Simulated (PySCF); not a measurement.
# Magnetic susceptibility: [S4]2+, charge +2

Geometry:
```json
{"atom": "S1", "x (Å)": "-0.731", "y (Å)": "-0.795", "z (Å)": "-0.968"}
{"atom": "S2", "x (Å)": "1.248", "y (Å)": "-0.368", "z (Å)": "-0.640"}
{"atom": "S3", "x (Å)": "0.731", "y (Å)": "0.795", "z (Å)": "0.968"}
{"atom": "S4", "x (Å)": "-1.248", "y (Å)": "0.367", "z (Å)": "0.640"}
```

Total charge +2.

Level of theory: PySCF, GIAO PBE/def2-SVP magnetisability, rotational g tensor and spin-rotation constants, non-relativistic, gas phase. Geometry: GFN2-xTB.

For an ion the centre-of-mass motion in the field is neglected.

Problem. What are the magnetisability and the molar susceptibility?

Solution. Isotropic -627 × 10⁻³⁰ J/T², or -37.8 × 10⁻⁶ cm³/mol; principal values -642, -620, -619 × 10⁻³⁰ J/T², anisotropy 22 × 10⁻³⁰ J/T² (root of half the summed squared differences of the principal values). The susceptibility is in cgs units.

Problem. Split it along the inertial axes a, b, c into diamagnetic and paramagnetic parts about the centre of mass, with the quadrupole moment.

Solution. 
| axis | χ (10⁻⁶ cm³/mol) | diamagnetic (10⁻⁶ cm³/mol) | paramagnetic (10⁻⁶ cm³/mol) | summed x² of all electrons (Å²) | quadrupole Θ (D Å) |
| --- | --- | --- | --- | --- | --- |
| a | -37.3 | -350.9 | 313.6 | 73.3 | +8.36 |
| b | -37.3 | -350.9 | 313.6 | 73.3 | +8.36 |
| c | -38.6 | -621.6 | 583.0 | 9.4 | -16.72 |

Anisotropies 2χaa − χbb − χcc = +1.3 and 2χbb − χaa − χcc = +1.3 × 10⁻⁶ cm³/mol. Θ is traceless in Buckingham's convention.

Problem. And the rotational g tensor?

Solution. 
```
axis  rotational constant (GHz)        g  nuclear part  electronic part
   a                     3.7590  -0.0496        0.5041          -0.5538
   b                     3.7579  -0.0496        0.5040          -0.5536
   c                     1.8792  -0.0106        0.5041          -0.5147
```
Oblate top; isotopes 32S; no vibrational averaging.
